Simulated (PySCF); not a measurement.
Rotational lines of OF⁻

Lines J+1 ← J of the vibrational ground state, computed from RHF-CCSD(T) constants of OF⁻, ¹Σ⁺ (singlet), closed shell (basis O aug-cc-pVDZ, F aug-cc-pVDZ; no relativity; PySCF 2.14; masses 15.9949 and 18.9984 u), in MHz:

```csv
J,ν (MHz)
5,287954.1
6,335903.5
7,383833.0
8,431739.8
9,479621.2
```

Q: Find B0 and the effective bond length r0; with αe = 0.0101 cm⁻¹, find Re.

A: ν = 2B0(J+1) − 4D(J+1)³ gives B0 = 0.80071 cm⁻¹. With the reduced mass μred = 8.6839 u, r0 = √(16.8576/(μred·B0)) (u, cm⁻¹, Å) = 1.5571 Å. Be = B0 + αe/2 = 0.80576 cm⁻¹ gives Re = 1.552 Å.

Correlated steps freeze 2 core orbitals. Correlated levels converge slowly with the basis: in double zeta they bind strong bonds too weakly, by up to about 1 eV, and carry superposition errors of some tenths. For an ion De counts to the pair picked by the measured ionisation energies or electron affinities, which need not be the lowest pair at this level. Where the molecule has an RHF reference, its open-shell atoms are computed with UHF. The CCSD T1 diagnostic is raised, a sign that a single reference may not be enough here.
